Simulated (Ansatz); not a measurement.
What does this script print? It uses Ansatz's Python interface.

`basis_f2h2si.py`:
```python
"""Basis-set convergence for F2H2Si."""

import ansatz as az

GEOMETRY = """
F    -1.04980    0.51750    1.00770
Si   -0.01440   -0.00950   -0.03570
F     1.22340   -0.54530    0.77130
H    -0.53170   -1.11080   -0.81830
H     0.42230    1.07450   -0.96630
"""

f2h2si = az.Crystal.molecule()
for line in GEOMETRY.strip().splitlines():
    symbol, *xyz = line.split()
    f2h2si = f2h2si.atom(symbol, [float(v) for v in xyz])

setup = f2h2si.calculation().functional("pbe0", dispersion="d4")

energies = {}
for basis in ["cc-pVDZ", "cc-pVTZ"]:
    report = setup.basis(gaussian=basis).run(threads=1, pin="off").report
    size = report["n_frozen"] + report["n_occupied"][0] + report["n_virtual"][0]
    energies[basis] = (report["reference_energy_ev"] / 27.211386246, report["free_energy_ev"] / 27.211386246)
    print(f"{basis:14s} {size:4d} orbitals  reference {energies[basis][0]:14.6f} Ha  total {energies[basis][1]:14.6f} Ha")

last = energies["cc-pVTZ"][1]
for basis, (_, total) in energies.items():
    print(f"{basis:14s} lies {27.211386 * (total - last):9.4f} eV above cc-pVTZ")
```

```console
$ python basis_f2h2si.py
cc-pVDZ          56 orbitals  reference    -490.160892 Ha  total    -490.162630 Ha
cc-pVTZ         122 orbitals  reference    -490.272129 Ha  total    -490.273867 Ha
cc-pVDZ        lies    3.0269 eV above cc-pVTZ
cc-pVTZ        lies    0.0000 eV above cc-pVTZ
```

Against cc-pVDZ: cc-pVTZ -111.2 mHa. The last step alone is -111.24 mHa. From the first set to the last the time grows from 1.1 to 1.8 s.

Reading the output:
- The drop along the ladder measures the basis error, and is no property of the molecule.
- The geometry is a force-field or estimated start, not a minimum of this method, and the last set is no limit. Much of the fall in a total is atomic energy, which cancels in bond and reaction energies.
- Total less reference energy is the dispersion correction.
- For Al to Cl the sets with a tight d function, cc-pV(X+d)Z, are usual.
- Run time: 3.3 s on 1 thread of Arm Neoverse V1, on a shared host, peak memory 0.23 GiB.
